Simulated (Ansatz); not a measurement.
Cubic perovskite KTaO₃ was calculated with LDA (plane waves, PAW; Ansatz, a first-principles code).

Numerical settings: plane-wave cutoff 520 eV, 6×6×6 k mesh, perturbation theory, scalar-relativistic PAW data made under PBE.

Computed at the level's own relaxed cell.

```cif
data_KO3Ta
_chemical_formula_sum 'K1 Ta1 O3'
_space_group_name_H-M_alt 'Pm-3m'
_space_group_IT_number 221
_space_group_name_Hall '-P 4 2 3'
_cell_length_a 3.95211
_cell_length_b 3.95211
_cell_length_c 3.95211
_cell_angle_alpha 90.000
_cell_angle_beta 90.000
_cell_angle_gamma 90.000
loop_
_atom_site_label
_atom_site_type_symbol
_atom_site_symmetry_multiplicity
_atom_site_Wyckoff_symbol
_atom_site_fract_x
_atom_site_fract_y
_atom_site_fract_z
_atom_site_occupancy
K1 K 1 a 0.00000 0.00000 0.00000 1
Ta1 Ta 1 b 0.50000 0.50000 0.50000 1
O1 O 3 c 0.00000 0.50000 0.50000 1
```

Harmonic phonon frequencies (cm⁻¹; i marks an imaginary mode; at Γ without the LO shift):

```csv
q point,frequencies
Γ,0 0 0 85 85 85 181 181 181 244 244 244 553 553 553
X,63 63 163 163 180 180 191 214 271 325 325 414 529 529 866
M,63 143 153 153 163 238 238 325 325 346 346 440 497 612 913
R,133 133 133 178 178 178 265 265 265 423 423 423 577 577 945
```

No imaginary mode appears at these points.
